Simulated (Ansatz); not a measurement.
## Worked example: the enthalpy of formation of HF (hydrogen fluoride)

HF: 2 atoms, total charge 0, spin state singlet. As SMILES, `F`. Geometry: relaxed at PBE0-D4/def2-TZVP.

```xyz
2

F    -0.3900    0.1446   -0.1964
H     0.3900   -0.1446    0.1964
```

Total energies at HSE06/cc-pVTZ (Ansatz 0.2.0); the atoms run unrestricted:

| species | state | energy (Eh) |
| --- | --- | --- |
| HF | singlet | -100.381229 |
| F | doublet | -99.664958 |
| H | doublet | -0.500753 |

Harmonic wavenumbers at PBE0-D4/def2-TZVP, in cm⁻¹: 4154.

Measured heats of formation of the gaseous atoms at 298.15 K, in kJ/mol: F 79.4, H 218.0. Spin-orbit lowering of the atoms at 298 K (mean of the ground term's levels less their thermal mean, from spectra), in kJ/mol: F 1.29. Take 1 Eh = 2625.50 kJ/mol, 1 cm⁻¹ = 0.0119627 kJ/mol, RT = 2.479 kJ/mol.

What heat of formation follows?


1. Electronic atomisation energy: (-99.664958) + (-0.500753) − (-100.381229) = 0.215518 Eh = 565.8 kJ/mol.
2. Zero-point energy: half the sum of the wavenumbers, 2077 cm⁻¹ = 24.8 kJ/mol.
3. Thermal vibrational enthalpy, Σ hcν̃/(exp(hcν̃/kT) − 1): 0.0 kJ/mol. Translation, rotation and pV of a linear molecule: 3.5 RT = 8.7 kJ/mol.
4. The 2 free atoms carry 5/2 RT each: 12.4 kJ/mol.
5. Spin-orbit coupling lowers the free atoms by 1.29 = 1.3 kJ/mol.
6. Atomisation enthalpy at 298 K: 565.8 − 1.3 − 24.8 − 0.0 − 8.7 + 12.4 = 543.4 kJ/mol.
7. Sum of the atoms' heats of formation: 297.4 kJ/mol. Heat of formation: 297.4 − 543.4 = -246.0 kJ/mol.

The tabulated value is -272.7 kJ/mol (Active Thermochemical Tables), so this level is off by +26.7 kJ/mol, or 4.7 % of the atomisation enthalpy. Anharmonicity and any spin-orbit splitting of the molecule are left out.
